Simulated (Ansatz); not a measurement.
Method: CAM-B3LYP-D3(BJ)/def2-TZVP (Ansatz, a quantum-chemistry and plane-wave program). No frequencies were computed at this level.

Ansatz 0.2 input:
```yaml
crystal:
  periodic: [false, false, false]
  atoms:
    - { symbol: F, position_ang: [-0.910593, -1.353993, -0.000485] }
    - { symbol: Al, position_ang: [-0.000163, -0.000025, 0.00002] }
    - { symbol: F, position_ang: [1.627636, -0.111727, 0.000696] }
    - { symbol: F, position_ang: [-0.71688, 1.465745, -0.00023] }
basis:
  gaussian: { orbitals: def2-tzvp }
hamiltonian:
  xc: cam_b3lyp
  dispersion: d3bj
relax:
  max_steps: 150
```

Output:

```
Functional definition: CAM-B3LYP
727 factors; their error is unknown
183 factors; integrals over basis functions are off by at most 1.5e-5 eV
mean field evaluation 1: about -14750.8323 eV, gradient 6.2e1 eV
mean field evaluation 2: about -14746.1374 eV, gradient 8.9e1 eV
mean field evaluation 4: about -14756.2004 eV, gradient 3.7e-1 eV
mean field evaluation 8: about -14756.2365 eV, gradient 4.6e-3 eV
mean field -14756.23653536 eV, -542.2816905382 hartree, gradient 4.5e-5 eV, S^2 0.000000; 0 other end points of the search recorded, 0 dependent functions left out
reference -14756.23663469 eV, -542.2816941885 hartree; 20, 20 occupied and 110, 110 virtual orbitals, 727 factors
relax step   1: F+E_penalty+E_count = -14756.26688402 eV  Δ(F+E_penalty+E_count) = +0.000e0 eV  max|allowed force component| = 1.421e-1 eV/Å  Δτ_max = 0.0000 Å  (23 SCF iters, accepted)
these checks for a lower state are left out or cut short: starts, cluster_reference, orbital_swaps, neighbouring_geometries, increment
727 factors; their error is unknown
183 factors; integrals over basis functions are off by at most 1.5e-5 eV
mean field evaluation 16: about -14756.2371 eV, gradient 8.2e-5 eV
mean field -14756.23713012 eV, -542.2817123950 hartree, gradient 1.7e-5 eV, S^2 0.000000; 0 other end points of the search recorded, 0 dependent functions left out
reference -14756.23722946 eV, -542.2817160460 hartree; 20, 20 occupied and 110, 110 virtual orbitals, 727 factors
relax step   2: F+E_penalty+E_count = -14756.26748642 eV  Δ(F+E_penalty+E_count) = -6.024e-4 eV  max|allowed force component| = 8.085e-2 eV/Å  Δτ_max = 0.0019 Å  (22 SCF iters, accepted)
these checks for a lower state are left out or cut short: starts, cluster_reference, orbital_swaps, neighbouring_geometries, increment
727 factors; their error is unknown
183 factors; integrals over basis functions are off by at most 1.4e-5 eV
mean field -14756.22835778 eV, -542.2813900176 hartree, gradient 2.1e-5 eV, S^2 0.000000; 0 other end points of the search recorded, 0 dependent functions left out
reference -14756.22845710 eV, -542.2813936675 hartree; 20, 20 occupied and 110, 110 virtual orbitals, 727 factors
relax step   3: F+E_penalty+E_count = -14756.25873494 eV  Δ(F+E_penalty+E_count) = +8.751e-3 eV  max|allowed force component| = 3.198e-1 eV/Å  Δτ_max = 0.0420 Å  (27 SCF iters, rejected (line search))
these checks for a lower state are left out or cut short: starts, cluster_reference, orbital_swaps, neighbouring_geometries, increment
727 factors; their error is unknown
183 factors; integrals over basis functions are off by at most 1.5e-5 eV
mean field evaluation 32: about -14756.2374 eV, gradient 2.4e-5 eV
mean field -14756.23741492 eV, -542.2817228614 hartree, gradient 2.4e-5 eV, S^2 0.000000; 0 other end points of the search recorded, 0 dependent functions left out
reference -14756.23751429 eV, -542.2817265131 hartree; 20, 20 occupied and 110, 110 virtual orbitals, 727 factors
relax step   4: F+E_penalty+E_count = -14756.26778109 eV  Δ(F+E_penalty+E_count) = -2.947e-4 eV  max|allowed force component| = 1.112e-3 eV/Å  Δτ_max = 0.0024 Å  (22 SCF iters, accepted)
727 factors; their error is unknown
183 factors; integrals over basis functions are off by at most 1.5e-5 eV
mean field -14756.23741492 eV, -542.2817228614 hartree, gradient 2.4e-5 eV, S^2 0.000000; 1 other end points of the search recorded, 0 dependent functions left out
reference -14756.23751429 eV, -542.2817265131 hartree; 20, 20 occupied and 110, 110 virtual orbitals, 727 factors
Total energy: -14756.26788046 eV, -542.2828424493 hartree
Atom 0 at    -0.908308    -1.350439    -0.000466 Å, force    -0.000263     0.000489    -0.000087 eV/Å
Atom 1 at    -0.000087    -0.000009    -0.000033 Å, force     0.001112     0.000222     0.000261 eV/Å
Atom 2 at     1.623532    -0.111473     0.000712 Å, force    -0.000386    -0.000146    -0.000087 eV/Å
Atom 3 at    -0.715137     1.461921    -0.000212 Å, force    -0.000462    -0.000564    -0.000087 eV/Å
Dipole moment:    -0.000202    -0.000021    -0.000071 e Å
```

Cost: roughly 15 core-seconds.
